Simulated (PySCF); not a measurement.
CH2NSi: g tensor and hyperfine couplings

Compound: CH2NSi (doublet state).
SMILES with atom numbers: `[N:1]#[C:2][SiH2:3]` (hydrogens: H4, H5 on Si3)

Level of theory: UKS B3LYP, pcH-1 on C H N Si, non-relativistic, mean-field spin-orbit, GIAO in PySCF. Isolated species at its GFN2-xTB geometry, gas phase. The geometry wasn't refined by DFT: couplings that depend on bond lengths, twists or pyramidal angles can differ widely from those at the functional's own minimum, by a factor of two or more for some ions and for spin on atoms past the first row.

```json
{"g1, g2, g3": "2.00220, 2.00346, 2.00446", "g_iso": "2.00337", "Form of g": "rhombic: the two nearest values differ by 44 % of g3 − g1", "⟨S²⟩": "0.7564 (exact 0.7500)", "α and β electrons": "15, 14"}
```

Hyperfine couplings atom by atom, in MHz; T1 to T3 are the principal values of the dipolar part:

```json
{"atom": "N1", "isotope": "14N", "a_iso": "4.5", "of which spin–orbit": "-0.1", "T1": "-9.1", "T2": "-6.9", "T3": "16.0", "Mulliken spin population": "0.19"}
{"atom": "C2", "isotope": "13C", "a_iso": "-26.1", "of which spin–orbit": "0.0", "T1": "-9.9", "T2": "-0.1", "T3": "10.0", "Mulliken spin population": "-0.11"}
{"atom": "Si3", "isotope": "29Si", "a_iso": "-236.3", "of which spin–orbit": "1.3", "T1": "-189.9", "T2": "94.4", "T3": "95.5", "Mulliken spin population": "1.00"}
{"atom": "H4", "isotope": "1H", "a_iso": "-34.7", "of which spin–orbit": "0.0", "T1": "-12.0", "T2": "3.4", "T3": "8.6", "Mulliken spin population": "-0.04"}
{"atom": "H5", "isotope": "1H", "a_iso": "-34.7", "of which spin–orbit": "0.0", "T1": "-12.0", "T2": "3.4", "T3": "8.6", "Mulliken spin population": "-0.04"}
```

Largest spin populations (Mulliken): Si3 (+1.00), N1 (+0.19) and C2 (-0.11). The angles at Si3 add up to 356.1°, so it is nearly planar; its axial dipolar tensor and the negative couplings of its protons fit spin in a p orbital normal to that plane.

Axes: g3 points within 4° of the N1–C2 bond.

Under fast tumbling the dipolar parts average out, and these isotropic splittings remain: 2 × 1H (H4/H5, I = 1/2, 3 lines) with 1.24 mT and 1 × 14N (N1, I = 1, 3 lines) with 0.16 mT.

The 13C coupling of C2 (-26.1 MHz) shows only in satellite lines or after enrichment, since that isotope makes up about 1.07 % of natural carbon.

The 29Si coupling of Si3 (-236.3 MHz) shows only in satellite lines or after enrichment, since that isotope makes up about 4.7 % of natural silicon.

Time: 12 s wall (with the writing of density and orbital grids); peak memory 0.33 GiB. Hardware: one thread, Arm Neoverse V1 (aarch64) (shared host).
